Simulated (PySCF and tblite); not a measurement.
Molecule: C₄H₈FN, numbered as in [F:1][C@H:2]1[CH2:3][CH2:4][NH:5][CH2:6]1; H named by carrier, a and b as here (phase angle P 288°, Å):

```
F1       1.882   -1.097    0.912
C2       0.973   -0.634   -0.012
C3      -0.458   -1.020    0.352
C4      -1.262    0.050   -0.388
N5      -0.423    1.250   -0.437
C6       0.935    0.898   -0.031
H2       1.276   -1.050   -0.978
H3a     -0.579   -0.930    1.433
H3b     -0.716   -2.032    0.050
H4a     -1.445   -0.273   -1.420
H4b     -2.226    0.249    0.081
H5      -0.793    1.988    0.148
H6a      1.194    1.265    0.970
H6b      1.652    1.314   -0.745
```

The ring 2–3–4–5–6 is held at Altona–Sundaralingam phase angles P (ν_j = ν_max cos(P + 144°(j − 2)), ν_j about the bond from ring atom j to j + 1, counted from 0) and the rest relaxed at GFN2-xTB. Energies: BP86/pcSseg-1 + D3(BJ). Couplings: B3LYP/6-31G* with H pcJ-1 F pcJ-1, gas phase, for ¹H, ¹⁹F. (tblite 0.8, PySCF 2.14.)

One held structure gave ³J(F1,H3b) = 7.5, ³J(F1,H6b) = 29.1, ³J(F1,H6a) = 25.6, ³J(F1,H3a) = 38.5, ³J(H4a,H5) = 14.5, ³J(H5,H6b) = 13.9, ³J(H3a,H4a) = 12.1, ³J(H3b,H4b) = 0.1 Hz. Computed couplings to fluorine can be off by tens of per cent at such levels.

Q: At which phase angle P was it held?
A. 216°
B. 72°
C. 0°
D. 144°
E. 288°

A: C. It lies 1.07 kcal/mol above the lowest point.
